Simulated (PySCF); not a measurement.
**EPR parameters of C4H8N**

C4H8N (doublet state).
Z-matrix (Å and degrees, GFN2-xTB geometry), rows numbered from 1:
```
C 
C   1  1.4732
N   2  1.4307  1  111.38
C   3  1.2527  2  120.87  1   122.75
C   4  1.4866  3  121.65  2  -179.69
H   1  1.0715  2  119.82  3  -175.57
H   1  1.0699  2  119.93  3     8.33
H   2  1.1055  1  109.65  3  -117.46
H   2  1.1120  1  110.43  3   126.00
H   4  1.1036  3  122.70  2     0.67
H   5  1.0856  4  110.17  3     0.47
H   5  1.0894  4  109.79  3   121.39
H   5  1.0893  4  109.83  3  -120.32
```

The hyperfine couplings belong to this conformer and change with its torsions.

As a line formula: `[CH2]C/N=C/C` [radical].

Method: UKS B3LYP, pcH-1 on C H N, non-relativistic, mean-field spin-orbit, GIAO (PySCF 2.14.0). Geometry: GFN2-xTB, one conformer, isolated molecule. A GFN2-xTB geometry isn't a minimum of the functional, and hyperfine couplings can be far from their values at a DFT geometry. The SCF solution wasn't tested for stability.

| Property | Result |
| --- | --- |
| g1, g2, g3 | 2.00221, 2.00275, 2.00293 |
| g_iso | 2.00263 |
| Form of g | rhombic: the two nearest values differ by 25 % of g3 − g1 |
| ⟨S²⟩ | 0.7537 (exact 0.7500) |
| Total energy | -211.92872 Eh |

Isotropic coupling and dipolar principal values T1 to T3, in MHz:

```csv
atom,isotope,a_iso,T1,T2,T3,Mulliken spin population
C1,13C,90.6,-82.1,-81.6,163.7,1.08
C2,13C,-36.9,-2.6,0.6,2.0,-0.09
N3,14N,1.1,-0.7,-0.2,0.8,0.01
C4,13C,-1.3,-1.5,0.2,1.3,0.00
C5,13C,0.9,-0.3,-0.2,0.5,0.00
H6,1H,-63.1,-39.6,-0.4,39.9,-0.04
H7,1H,-65.7,-39.9,0.1,39.9,-0.05
H8,1H,143.2,-6.0,-3.1,9.1,0.06
H9,1H,101.5,-5.3,-4.2,9.5,0.04
H10,1H,0.8,-1.8,-1.3,3.2,0.00
H11,1H,0.0,-0.7,-0.7,1.4,0.00
H12,1H,-0.8,-0.6,-0.6,1.2,0.00
H13,1H,-0.7,-0.5,-0.5,0.9,0.00
```

Largest spin populations (Mulliken): C1 (+1.08) and C2 (-0.09). C1 is the only atom above +0.15. The positive populations add up to 1.18 and the negative ones to -0.18, together 2S = 1. The angles at C1 add up to 359.9°, so it is planar; its axial dipolar tensor and the negative couplings of its protons fit spin in a p orbital normal to that plane.

Axes: g3 points within 14° of the C1–H6 bond.

Under fast tumbling the dipolar parts average out, and these isotropic splittings remain: 2 × 1H (H8/H9, I = 1/2, 3 lines) with 4.37 mT, 2 × 1H (H6/H7, I = 1/2, 3 lines) with 2.30 mT and 1 × 14N (N3, I = 1, 3 lines) with 0.04 mT.

Class means assume fast exchange of nuclei equivalent by connectivity; if that motion is slow, each nucleus keeps its own coupling. The 1H value of +122.4 MHz is a mean of couplings from 101.5 to 143.2 MHz in this one geometry, not an average over conformers.

The 13C coupling of C1 (90.6 MHz) shows only in satellite lines or after enrichment, since that isotope makes up about 1.07 % of natural carbon.

The run took 20 s (with the writing of density and orbital grids) on one thread of an Arm Neoverse V2, shared host, and the process peaked at 0.78 GiB of memory.
